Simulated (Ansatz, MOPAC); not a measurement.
Gas-phase reaction in SMILES: C(#[S+])[S-] [methanedithione] + 4 [H][H] (H2) → C (CH4) + 2 S (H2S)

Wanted: energy of full hydrogenation (enthalpy at 298 K), in kcal/mol. Conventions: no spin-orbit coupling; non-relativistic; 6-31G* and kin with 6d, 5d where marked; no dispersion term unless named. First-principles rows: single points at B3LYP-D3(BJ) geometries (Ansatz, a first-principles code), with unscaled harmonic terms from B3LYP/6-31G* (Ansatz) at its own minima. Semi-empirical rows: MOPAC heats of formation at their own minima for 298 K.

```tsv
species	coefficient	E at HF/6-31G* (Ansatz), Eh	E at PBE0/def2-TZVPD (Ansatz), Eh	H(298 K) - E, kcal/mol	heat of formation at PM6 (MOPAC), kcal/mol
[S+]#C[S-]	-1	-832.88393	-834.20652	6.88	48.09
[H][H] (H2)	-4	-1.12669	-1.16825	8.44	-25.73
C (CH4)	+1	-40.19509	-40.47422	30.76	-12.29
S (H2S)	+2	-398.66694	-399.26257	11.88	-1.69
```

Measured values: Active Thermochemical Tables 1.112 (ions: stationary electron), as tabulated in the package chemicals; CRC Handbook, as tabulated in the package chemicals; G2/97 table in ASE (Curtiss et al.); they hold spin-orbit and core effects, anharmonicity.  Value to compare with, the measured value: -55.5 kcal/mol. 1 Eh = 627.5095 kcal/mol.

Problem. Work the quantity out at each level, and compare with the measured value.

Solution. 
- HF/6-31G*: the sum of coefficient times E is -0.13828 Eh, or -86.77 kcal/mol; the thermal terms add 13.88. Result: -72.9 kcal/mol. Its error against the measured value is -17.4 kcal/mol.
- PBE0/def2-TZVPD: the sum of coefficient times E is -0.11984 Eh, or -75.20 kcal/mol; the thermal terms add 13.88. Result: -61.3 kcal/mol. Its error against the measured value is -5.8 kcal/mol.
- PM6: the sum of coefficient times heat of formation is 39.16 kcal/mol; it needs no thermal term. Its error against the measured value is 94.7 kcal/mol.
